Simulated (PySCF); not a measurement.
## Ionisation energy of He by level of theory

He 1s2 (1S) → He⁺ 1s1 (2S), as a difference of total energies. All numbers are calculated (PySCF 2.14, the spin-free X2C one-electron Hamiltonian (Gaussian nucleus), in x2c-TZVPPall (3s2p1d, 14 functions)). Correlated levels: valence: nothing frozen. The calculations carry no spin-orbit coupling.

| method | ionisation energy (eV) |
| --- | --- |
| UHF | 23.449 |
| LDA | 24.283 |
| PBE | 24.449 |
| PBE0 | 24.438 |
| r2SCAN | 24.611 |
| r2SCAN0 | 24.577 |
| CAM-B3LYP | 24.785 |
| M06-L | 24.626 |
| SCS-MP2 (valence) | 24.533 |

Estimate what MP2 (valence) gives.

24.353 eV, closest to LDA among the rows shown.

Estimate what BHandHLYP gives.

24.710 eV, closest to CAM-B3LYP among the rows shown.

Errors of the correlated levels include the incompleteness of this basis.

For comparison: 24.587 eV (measured; NIST Atomic Spectra Database, ionization energies).
